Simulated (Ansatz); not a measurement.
**CH₅Al (triplet): the correlation ladder at distance Al1–H4 along a hydrogen transfer = 2.247 Å, cc-pVDZ**

An exercise on one series of results from a longer session: the logs are not shown, and one member is left open.

Program: Ansatz 0.2.0, Gaussian basis. Level of theory: cc-pVDZ, core rule «outside noble gas», up to 6 orbitals frozen. These are calculated values, not measurements.

The runs, in order: UHF; CCSD(T) on ROHF; CCSD(T) on UHF; BCCD(T) on ROHF; CISD; CCSDT(Q) on ROHF; CCSDT(Q) on UHF; CASSCF and NEVPT2, 4 electrons in 4 orbitals.

10 further runs of the same task are left out: 1 for a mislabelled method, 7 that didn't finish, 2 set aside as unsound or not needed.

### The geometry

The geometry derives from fragments relaxed apart (PBE0/def2-TZVP) and kept rigid, so it is no stationary point. A hydrogen atom is moved between rigid fragments.

7 atoms, charge 0, spin multiplicity 3.

Atoms are counted from 1 here; the program's logs count them from 0.

Bond lengths: Al1–H2 1.586 Å, Al1–H3 1.586 Å, H4–C5 1.200 Å, C5–H6 1.079 Å, C5–H7 1.079 Å. Angles: H2–Al1–H3 120.0°, H4–C5–H6 112.6°, H4–C5–H7 112.6°, H6–C5–H7 134.8°.

Set-up of the first run:

The input, in.yaml:

```yaml
crystal:
  periodic: [false, false, false]
  atoms:
    - {symbol: Al, position_ang: [-1.132168, 0.000000, 0.000000]}
    - {symbol: H, position_ang: [-1.925091, 1.373384, 0.000000]}
    - {symbol: H, position_ang: [-1.925091, -1.373384, 0.000000]}
    - {symbol: H, position_ang: [1.114832, 0.000000, 0.000000]}
    - {symbol: C, position_ang: [2.314832, 0.000000, 0.000000]}
    - {symbol: H, position_ang: [2.729300, 0.000000, 0.996161]}
    - {symbol: H, position_ang: [2.729300, 0.000000, -0.996161]}
basis:
  gaussian: {orbitals: cc-pVDZ}
magnetization: {spin_polarized: true, initial_magnetization: 2}
hamiltonian: {xc: hf}
output: {orbitals: {seedname: orbitals}}
```

The run is started by

```
$ ansatz run in.yaml --threads 1 --pin off --events-out ev --progress --plain --max-ram 2393MiB
```

Steps of the session up to this table: UHF; CCSD(T) on ROHF; CCSD(T) on UHF; BCCD(T) on ROHF; CISD; CCSDT(Q) on ROHF; CCSDT(Q) on UHF; CASSCF and NEVPT2, 4 electrons in 4 orbitals.

One table of the session follows, with a row left open; its other results are not shown here.

It belongs to the step «Misses and costs». 

| method | from UCCSDT(Q) (meV) |
| --- | --- |
| ROHF | +6646.5 |
| UHF | +6447.8 |
| RMP2 | +1317.4 |
| UMP2 | +1321.8 |
| CISD | ? |
| RCCSD | +153.7 |
| UCCSD | +150.8 |
| RCCSD(T) | +31.7 |
| UCCSD(T) | +31.6 |
| BCCD(T) | +31.9 |
| RCCSDT | +5.9 |
| UCCSDT | +5.0 |
| RCCSDT(Q) | +0.8 |
| UCCSDT(Q) | 0 |
| CASSCF pair | +6102.4 |
| NEVPT2 pair | +1304.0 |

**Question.** Estimate the row for CISD.

The run gave: from UCCSDT(Q) (meV): +663.0. In the column «from UCCSDT(Q) (meV)» it lies between RCCSD (+153.7) and NEVPT2 pair (+1304.0).

To keep in mind: Restricted and unrestricted rows rest on different reference determinants; where their highest levels disagree by more than a few hundredths of an eV, they describe different states and don't form one ladder.
